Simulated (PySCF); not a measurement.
C3H9PS.
Structure used (PBE0-D3(BJ)/def2-TZVP), in Å, numbered top down from 1:
```xyz
14
C3H9PS angstrom
C     -0.2706    1.5560   -0.5118
P      0.2427    0.1524    0.5123
C      1.3229   -0.8190   -0.5705
C     -1.2513   -0.8611    0.6655
S      1.0471    0.6540    2.2023
H     -0.7641    1.2248   -1.4283
H     -0.9507    2.1795    0.0696
H      0.6116    2.1469   -0.7604
H      1.5987   -1.7381   -0.0523
H      0.8288   -1.0611   -1.5143
H      2.2303   -0.2467   -0.7656
H     -1.6636   -1.1142   -0.3139
H     -1.9901   -0.3103    1.2481
H     -0.9962   -1.7748    1.2043
```

Computed with PySCF at wB97X-D/pcSseg-2, non-relativistic, on one gas-phase PBE0-D3(BJ)/def2-TZVP geometry that isn't relaxed in the solvent. The solvent is an IEF-PCM continuum (van der Waals radii × 1.2). Only the electrostatic response of the medium enters.

Gas phase at wB97X-D/pcSseg-2: HOMO -8.14 eV, LUMO 1.79 eV, dipole 5.10 D.

Problem. What does the continuum do to the energy, the frontier levels and the dipole at wB97X-D/pcSseg-2 in chloroform?

Solution. 
```
   solvent      ε  E(solvent) − E(gas) (kcal/mol)  polarisation term (kcal/mol)  distortion of the solute (kcal/mol)  HOMO (eV)  LUMO (eV)  dipole (D)
chloroform  4.711                           -7.23                         -8.78                                 1.55      -8.47       2.15        6.71
```

Polarisation term: ½ Σ q·V over the induced surface charges. Distortion: the rise of the solute's own energy as its density leaves the gas-phase optimum.

Problem. Which radius a makes the point-dipole formula ΔE = −[(ε − 1)/(2ε + 1)]·μ²/a³ give the value in chloroform, with the gas-phase dipole?

Solution. μ = 2.007 au and |ΔE| = 0.01152 Eh give a = 2.64 Å; the farthest nucleus lies 2.53 Å from the centroid of the nuclei. The formula assumes a rigid point dipole at the centre of a sphere.

Problem. Give the dipole vector in the frame of the coordinates (D, pointing from negative to positive charge), gas and chloroform.

Solution. Gas (-2.12, -1.32, -4.45), solvent (-2.78, -1.74, -5.85). Its length changes by +31 % and its direction by less than 1°.

Hardware: 2 threads of an Intel Xeon at 2.50 GHz (shared host). Cost: 1.8 min wall, 3.6 min CPU, 2.4 GiB resident at most. This is the whole shielding run at wB97X-D/pcSseg-2 in chloroform, SCF included.

Note: wB97X-D ran without an empirical dispersion term, which enters the total energy and its gradient alone.
